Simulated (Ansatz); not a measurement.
C5H8 can be A, `C=CC(=C)C`, or B, `CC1=CC1C`.

Computed with Ansatz on PBE0-D4/def2-TZVP structures; ΔE is electronic, products minus reactants. CBS: MP2 limit from def2 TZ/QZ plus the TZ coupled-cluster correction, frozen cores. DFT in def2-TZVPP. B3LYP here is the variant with VWN-RPA as its local correlation; programs differ in this. Each species was taken in one conformer, which may not be the lowest.

Which isomer does CCSD(T)/CBS put lower? Give the gap. (Best estimate.)

Computed: A, by 32.4 kcal/mol.

Give E(B) − E(A) in kcal/mol with B3LYP, PBE-D4, B3LYP-D4, CCSD(T)/def2-TZVPP, PBE0-D4, ωB97M-V, r2SCAN-D4. (Estimate.)

The calculation gave: B3LYP 32.8, PBE-D4 28.9, B3LYP-D4 33.6, CCSD(T)/def2-TZVPP 32.5, PBE0-D4 28.1, ωB97M-V 30.0, r2SCAN-D4 30.9. None reverses the order clearly.

Largest T1 diagnostic: 0.011.

From PBE to PBE0 (25 % exact exchange), in def2-TZVPP and without D4, E(B) − E(A) moves by −0.8 kcal/mol. The D4 term adds +0.8 kcal/mol with B3LYP and +0.4 kcal/mol with PBE0; it sums over pairs of atoms, weighted by their polarisabilities, and B3LYP, whose exchange is more repulsive, gets the larger term.
